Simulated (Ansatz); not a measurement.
# Equation of state of Au

```cif
data_structure
_symmetry_space_group_name_H-M 'Fm-3m'
_symmetry_Int_Tables_number 225
_cell_length_a 4.1565
_cell_length_b 4.1565
_cell_length_c 4.1565
_cell_angle_alpha 90.000
_cell_angle_beta 90.000
_cell_angle_gamma 90.000
_cell_volume 71.81
loop_
_atom_site_label
_atom_site_type_symbol
_atom_site_symmetry_multiplicity
_atom_site_Wyckoff_symbol
_atom_site_fract_x
_atom_site_fract_y
_atom_site_fract_z
_atom_site_occupancy
Au1 Au 4 a 0.00000 0.00000 0.00000 1
```

The runs use the primitive cell with vectors (0.000, 2.078, 2.078), (2.078, 0.000, 2.078), (2.078, 2.078, 0.000) Å, to which the k mesh refers.

The cell was built from the fcc type and relaxed in the same program, and has space group Fm-3m; it needn't be a known or the stable phase.

Spin–orbit coupling is left out, though it moves levels of the heavy atoms by tenths of an eV or more.

All numbers are computed: DFT, PBE, all-electron LAPW, scalar-relativistic (Ansatz 0.2.0); DFT, PBE, PAW with Ansatz's default frozen-core files, scalar-relativistic (Ansatz 0.2.0).

For LAPW: a Γ-centred 14×14×14 k mesh, Fermi–Dirac smearing of 0.03 eV, basis error target 1 meV/atom, no spin polarisation. PAW takes a cutoff of 420 eV at this cell. The Ansatz runs share mesh, smearing and spin set-up. Plane-wave (PAW) pressures include the program's estimate of the Pulay term.

The cell above is scaled evenly, with fractional coordinates and shape held.

| V/V(cell) | V (Å³/atom) | P, LAPW (GPa) | P, PAW (GPa) |
| --- | --- | --- | --- |
| 0.9405 | 16.885 | 10.43 | 10.45 |
| 0.9800 | 17.594 | 3.04 | 3.05 |
| 1.0000 | 17.953 | 0.00 | 0.02 |
| 1.0200 | 18.312 | ? | ? |
| 1.0600 | 19.030 | -6.72 | -6.72 |

Problem. Fill in the row V/V(cell) = 1.0200.

Solution. P, LAPW (GPa) = -2.60, P, PAW (GPa) = -2.59.

Problem. What do Birch–Murnaghan fits to the pressures give?

Solution. LAPW: V0 = 17.95 Å³/atom, B0 = 140 GPa, B0′ = 6.4; PAW: V0 = 17.96 Å³/atom, B0 = 140 GPa, B0′ = 6.4.

PAW's V0 lies 0.01 % from the all-electron value and its B0 0.1 %. Symmetry fixes shape and coordinates here, so this is the relaxed modulus.
